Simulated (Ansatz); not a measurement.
Relaxation of CH$_{2}$S$_{2}$ (5 atoms, charge 0, multiplicity 1), to a largest force component of 0.015 eV/Å in at most 40 steps.

All numbers below come from RKS B3LYP-D4/6-31G* in Ansatz.

```xyz
5
Properties=species:S:1:pos:R:3
S -1.384 -0.783 1.298
C -0.420 -0.237 0.122
S 1.077 0.610 0.393
H -0.670 -0.379 -0.921
H 1.398 0.789 -0.892
```

Q: Where does it end, and by what steps?

A: It converged. After 4 steps the energy has fallen by 0.012 eV; S1 moved furthest, 0.02 Å.

```json
{"step": "0", "energy less start (eV)": "0.0000", "largest force component (eV/Å)": "0.456", "accepted": "yes"}
{"step": "1", "energy less start (eV)": "-0.0101", "largest force component (eV/Å)": "0.203", "accepted": "yes"}
{"step": "2", "energy less start (eV)": "-0.0001", "largest force component (eV/Å)": "0.457", "accepted": "no"}
{"step": "3", "energy less start (eV)": "-0.0122", "largest force component (eV/Å)": "0.053", "accepted": "yes"}
{"step": "4", "energy less start (eV)": "-0.0122", "largest force component (eV/Å)": "0.007", "accepted": "yes"}
```

```xyz
5
Properties=species:S:1:pos:R:3
S -1.396 -0.788 1.313
C -0.426 -0.241 0.125
S 1.081 0.612 0.397
H -0.669 -0.379 -0.932
H 1.410 0.797 -0.903
```

Whether the end is a true minimum wasn't checked by a vibrational analysis.

The run took 32 s on 1 CPU thread of a shared host.
